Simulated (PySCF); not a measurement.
(CH3)2PPF2, C2H6F2P2.
SMILES with atom numbers: `[CH3:1][P:2]([CH3:3])[P:4]([F:5])[F:6]` (hydrogens: H7, H8, H9 on C1; H10, H11, H12 on C3)

Structure used (PBE0-D3(BJ)/def2-SVP), in Å, numbered top down from 1:
```xyz
12
C2H6F2P2 angstrom
C     -0.5060   -1.3297   -0.7075
P     -0.1148   -0.3058    0.7918
C      1.5855    0.2977    0.3556
P     -1.1978    1.4941    0.0483
F     -2.6858    0.8858    0.2411
F     -1.1103    2.3787    1.3979
H      0.0764   -2.2617   -0.6589
H     -0.2798   -0.8270   -1.6622
H     -1.5729   -1.5969   -0.6852
H      1.8773    1.0924    1.0589
H      1.6727    0.6782   -0.6746
H      2.2948   -0.5343    0.4834
```

Computed with PBE0-D3(BJ)/def2-SVP geometry optimisation, gas phase (PySCF 2.14.0).

Masses are those of the commonest isotopes; rigid-rotor values at the optimised geometry. The values belong to one conformer with, in the numbering `[CH3:1][P:2]([CH3:3])[P:4]([F:5])[F:6]`, C1–P2–P4–F5 72°.

Problem. What are A, B and C (cm⁻¹)?

Solution. Ia = 154.66, Ib = 282.04, Ic = 378.09 u·Å²; 505379 MHz·u·Å²/I gives 3268, 1792 and 1337 MHz, that is A = 0.10900, B = 0.05977, C = 0.04459 cm⁻¹.

Problem. What kind of rotor is it?

Solution. An asymmetric top. Ray's parameter κ = (2B − A − C)/(A − C) = -0.529; −1 is the prolate and +1 the oblate limit.

Problem. What does the inertial defect say?

Solution. Not planar: Δ = Ic − Ia − Ib = -58.61 u·Å². For a rigid frame Δ = −2 Σ m c², so Σ m c² = 29.30 u·Å² lies off the ab plane: 4.12 from hydrogen and 25.19 from heavier atoms. The atom farthest from that plane is 1.48 Å away.

Problem. Give the other two planar moments, Paa and Pbb, and the rms extents of the mass along the axes.

Solution. Paa = Σ m a² = (Ib + Ic − Ia)/2 = 252.74 and Pbb = Σ m b² = (Ia + Ic − Ib)/2 = 125.36 u·Å². With the mass M = 129.99 u, the rms extents √(P/M) along a, b and c are 1.39, 0.98, 0.47 Å.

Problem. List the rotational levels J(Ka,Kc) to J = 5 (cm⁻¹).

Solution. Above 0(0,0):
J = 1: 1(0,1) 0.1044, 1(1,1) 0.1536, 1(1,0) 0.1688
J = 2: 2(0,2) 0.3101, 2(1,2) 0.3471, 2(1,1) 0.3927, 2(2,1) 0.5404, 2(2,0) 0.5434
J = 3: 3(0,3) 0.6118, 3(1,3) 0.6357, 3(1,2) 0.7264, 3(2,2) 0.8534, 3(2,1) 0.8677, 3(3,1) 1.1392, 3(3,0) 1.1396
J = 4: 4(0,4) 1.0044, 4(1,4) 1.0177, 4(1,3) 1.1669, 4(2,3) 1.2685, 4(2,2) 1.3076, 4(3,2) 1.5617, 4(3,1) 1.5643, 4(4,1) 1.9551, 4(4,0) 1.9551
J = 5: 5(0,5) 1.4850, 5(1,5) 1.4917, 5(1,4) 1.7095, 5(2,4) 1.7836, 5(2,3) 1.8636, 5(3,3) 2.0905, 5(3,2) 2.1004, 5(4,2) 2.4835, 5(4,1) 2.4838, 5(5,1) 2.9887, 5(5,0) 2.9887
The levels of one J sum to (2J + 1)J(J + 1)(A + B + C)/3.

Problem. Which lines would a microwave search look for?

Solution. The dipole components are |μa| = 2.49 D, |μb| = 0.02 D, |μc| = 1.57 D. The squared components, which scale the intensities, stand as 1.00 : 0.00 : 0.40 (a : b : c). Some lines, for components of 0.1 D or more:

| type | branch | J(Ka,Kc) | MHz | lower level (cm⁻¹) |
| --- | --- | --- | --- | --- |
| a | Q | 1(1,0) ← 1(1,1) | 455 | 0.154 |
| c | Q | 2(1,2) ← 2(0,2) | 1111 | 0.310 |
| a | Q | 2(1,1) ← 2(1,2) | 1366 | 0.347 |
| c | Q | 1(1,1) ← 1(0,1) | 1476 | 0.104 |
| a | R | 1(0,1) ← 0(0,0) | 3129 | 0.000 |
| c | Q | 2(2,1) ← 2(1,1) | 4427 | 0.393 |
| c | R | 1(1,0) ← 0(0,0) | 5060 | 0.000 |
| a | R | 2(1,2) ← 1(1,1) | 5802 | 0.154 |
| a | R | 2(0,2) ← 1(0,1) | 6167 | 0.104 |
| a | R | 2(1,1) ← 1(1,0) | 6712 | 0.169 |
| c | R | 2(1,1) ← 1(0,1) | 8643 | 0.104 |
| c | R | 2(2,0) ← 1(1,0) | 11230 | 0.169 |
| c | R | 2(2,1) ← 1(1,1) | 11595 | 0.154 |

No PBE0-D3(BJ)/def2-SVP frequencies stand behind this structure, so it isn't proved a minimum. Zero-point vibration and centrifugal distortion are left out. A rigid rotor knows nothing of internal rotation, which can split or shift real lines.
